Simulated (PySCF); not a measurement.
Compound: C5H13N.
Cartesian coordinates in Å at the PBE0-D3(BJ)/def2-TZVP level; atoms count from 1:
```
atom  x, y, z in Å
C1     2.6873   -0.1927   -0.1765
C2     1.3634    0.5333   -0.0105
C3     0.1849   -0.4185   -0.1084
N4    -1.1050    0.2371   -0.1540
C5    -1.4152    0.9433    1.0655
C6    -2.1497   -0.7018   -0.4817
H7     2.8112   -0.9686    0.5843
H8     3.5317    0.4937   -0.0885
H9     2.7526   -0.6767   -1.1550
H10    1.2509    1.3038   -0.7799
H11    1.3554    1.0489    0.9543
H12    0.2869   -1.0023   -1.0297
H13    0.2341   -1.1470    0.7272
H14   -2.3954    1.4160    0.9746
H15   -0.6840    1.7297    1.2541
H16   -1.4395    0.2769    1.9489
H17   -1.9301   -1.1854   -1.4362
H18   -3.1038   -0.1784   -0.5773
H19   -2.2719   -1.4936    0.2813
```

All values: wB97X-D/pcSseg-2 (PySCF, non-relativistic), on one gas-phase PBE0-D3(BJ)/def2-TZVP geometry that isn't relaxed in the solvent. The solvent is an IEF-PCM continuum (Bondi radii, 1.10 Å for H, scaled by 1.2). The model holds no explicit solvent molecules, cavitation or dispersion.

Gas phase at wB97X-D/pcSseg-2: HOMO -8.01 eV, LUMO 2.32 eV, dipole 0.48 D.

What does the continuum do to the energy, the frontier levels and the dipole at wB97X-D/pcSseg-2 in chloroform?

| solvent | ε | E(solvent) − E(gas) (kJ/mol) | polarisation term (kJ/mol) | distortion of the solute (kJ/mol) | HOMO (eV) | LUMO (eV) | dipole (D) |
| --- | --- | --- | --- | --- | --- | --- | --- |
| chloroform | 4.711 | -7.03 | -7.63 | 0.60 | -8.03 | 2.44 | 0.69 |

The polarisation term is half the interaction of the solute with the surface charges that it induces; the rest is the cost of distorting the solute's density. The sum is the electrostatic part of solvation alone.

The run took 3.2 min wall, 6.3 min CPU on 2 threads of an Intel Xeon at 2.50 GHz, no GPU (shared host), and the process peaked at 2.8 GiB of memory. This is the whole shielding run at wB97X-D/pcSseg-2 in chloroform, SCF included.

Note: wB97X-D ran without an empirical dispersion term, which enters the total energy and its gradient alone.
